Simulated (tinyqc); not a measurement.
Worked calculation: extended Hueckel theory, for BH-. The parameters take no account of the charge, which enters only through the electron count, and nothing here shows that the anion is bound. One step of it, computed by the program tinyqc.

Problem. Mulliken analysis. P = C n C^T; charge = valence electrons (B 3, H 1) minus the sum of (P S)_ii on the atom; overlap population = 2 sum P_ij S_ij between two atoms.

coefficients, order 1B 2s, 1B 2px, 1B 2py, 1B 2pz, 2H 1s:
```
[[0.600181, -0.571194, 0.000000, 0.000000, -0.971915],
 [0.000000, 0.000000, 0.529053, 0.848588, 0.000000],
 [0.000000, 0.000000, 0.848588, -0.529053, 0.000000],
 [0.070159, 0.736551, 0.000000, 0.000000, -1.077123],
 [0.520045, 0.269705, 0.000000, 0.000000, 1.412634]]
```

occupations: [2.000000, 2.000000, 0.500000, 0.500000, 0.000000]

overlap S, order 1B 2s, 1B 2px, 1B 2py, 1B 2pz, 2H 1s:
```
[[1.000000, 0.000000, 0.000000, 0.000000, 0.519468],
 [0.000000, 1.000000, 0.000000, 0.000000, 0.000000],
 [0.000000, 0.000000, 1.000000, 0.000000, 0.000000],
 [0.000000, 0.000000, 0.000000, 1.000000, 0.550063],
 [0.519468, 0.000000, 0.000000, 0.550063, 1.000000]]
```

Give: charges; Overlap populations.

Solution.

charges: [-0.8907, -0.1093]

Overlap populations:
```
pair     value
2-1   0.845805
```
